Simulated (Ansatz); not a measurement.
# C₂H₄FN: taking an electron away

One table from this session's results is given with a row withheld; the runs are named, their logs left out.

Computed with Ansatz 0.2.0, Gaussian basis. Level: unrestricted cation, the program's frozen cores in correlated methods.

Plan: UKS PBE-D4/def2-TZVPP; UKS r2SCAN-D4/def2-TZVPP; UKS PBE0-D4/def2-TZVPP; UKS B3LYP-D4/def2-TZVPP; UKS wB97X-V/def2-TZVPP; UKS wB97M-V/def2-TZVPP; UKS B2PLYP/def2-TZVPP; UHF-CCSD(T)/def2-TZVPP; UHF-MP2/def2-QZVPP; extrapolation to the limit; then −ε(HOMO) from the neutral's earlier runs with LDA (SPW92), PBE-D4, revPBE-D4, BLYP-D4, r2SCAN-D4, B97M-V, PBE0-D4, B3LYP-D4, r2SCANh-D4, r2SCAN0-D4, HSE06-D4, BHLYP-D4, CAM-B3LYP-D4, LC-ωPBE, ωB97X-V, ωB97M-V.

## The geometry

The geometry comes from an earlier relaxation with PBE0-D4 in a triple-zeta def2 set; it is a stationary point, not always the lowest conformer.

SMILES `N=CCF`, 8 atoms, charge 0, spin multiplicity 1.

Atoms are counted from 1 here; the program's logs count them from 0.

Bond lengths: N1–C2 1.259 Å, N1–H5 1.023 Å, C2–C3 1.497 Å, C2–H6 1.095 Å, C3–F4 1.373 Å, C3–H7 1.096 Å, C3–H8 1.096 Å. Angles: C2–N1–H5 110.0°, N1–C2–C3 126.7°, N1–C2–H6 118.9°, C3–C2–H6 114.4°, C2–C3–F4 111.2°, C2–C3–H7 110.1°, C2–C3–H8 110.1°, F4–C3–H7 108.6°, F4–C3–H8 108.6°, H7–C3–H8 108.2°.

As a file:

```xyz
8
charge 0, multiplicity 1
N    -1.02958    1.26975   -0.19881
C    -0.06669    0.67636    0.35337
C     0.46668   -0.67810    0.00476
F    -0.23758   -1.23705   -1.03335
H    -1.41771    0.68827   -0.94529
H     0.45763    1.17106    1.17776
H     0.39855   -1.34412    0.87298
H     1.52080   -0.60338   -0.28723
```

The first run:

Input file in.yaml:

```yaml
crystal:
  periodic: [false, false, false]
  atoms:
    - {symbol: N, position_ang: [-1.029576, 1.269751, -0.198809]}
    - {symbol: C, position_ang: [-0.066692, 0.676365, 0.353368]}
    - {symbol: C, position_ang: [0.466683, -0.678102, 0.004764]}
    - {symbol: F, position_ang: [-0.237583, -1.237046, -1.033346]}
    - {symbol: H, position_ang: [-1.417714, 0.688270, -0.945293]}
    - {symbol: H, position_ang: [0.457628, 1.171061, 1.177764]}
    - {symbol: H, position_ang: [0.398552, -1.344118, 0.872980]}
    - {symbol: H, position_ang: [1.520802, -0.603380, -0.287227]}
basis:
  gaussian: {orbitals: def2-TZVPP}
total_charge: 1
magnetization: {spin_polarized: true, initial_magnetization: 1}
hamiltonian: {xc: pbe, dispersion: d4}
```

The run is started by

```
> ansatz run in.yaml --threads 2 --pin off --events-out ev --progress --plain --max-ram 4352MiB
```

Steps of the session up to this table: Cation, UKS PBE-D4/def2-TZVPP; Cation, UKS r2SCAN-D4/def2-TZVPP; Cation, UKS PBE0-D4/def2-TZVPP; Cation, UKS B3LYP-D4/def2-TZVPP; Cation, UKS wB97X-V/def2-TZVPP; Cation, UKS wB97M-V/def2-TZVPP; Cation, UKS B2PLYP (frozen core)/def2-TZVPP; Cation, UHF-CCSD(T)/def2-TZVPP; Cation, UHF-MP2/def2-QZVPP.

One of the session's tables, all rows but one given; the rest of the session is left out.

For comparison, −ε(HOMO) of the neutral from earlier runs:

| functional | −ε(HOMO) (eV) |
| --- | --- |
| LDA (SPW92) | 6.40 |
| PBE-D4 | 6.31 |
| revPBE-D4 | 6.27 |
| BLYP-D4 | 6.24 |
| r2SCAN-D4 | 6.64 |
| B97M-V | 6.85 |
| PBE0-D4 | 7.88 |
| B3LYP-D4 | 7.65 |
| r2SCANh-D4 | 7.23 |
| r2SCAN0-D4 | ? |
| HSE06-D4 | 7.47 |
| BHLYP-D4 | 9.41 |
| CAM-B3LYP-D4 | 9.36 |
| LC-ωPBE | 10.71 |
| ωB97X-V | 10.38 |
| ωB97M-V | 10.29 |

**Question.** Estimate the row for r2SCAN0-D4.

Worked estimate for «−ε(HOMO) (eV)». Against the share of exact exchange, r2SCAN-D4 (0, 6.64), r2SCANh-D4 (0.1, 7.23) give a slope of 5.90 per unit share; at 0.25 the line stands at 8.11.

The run gave: −ε(HOMO) (eV): 8.10. In «−ε(HOMO) (eV)» the line misses by +0.01.

Caveats from the session: The cation may have settled in a state other than its lowest; no search over hole states beyond the program's own was made.
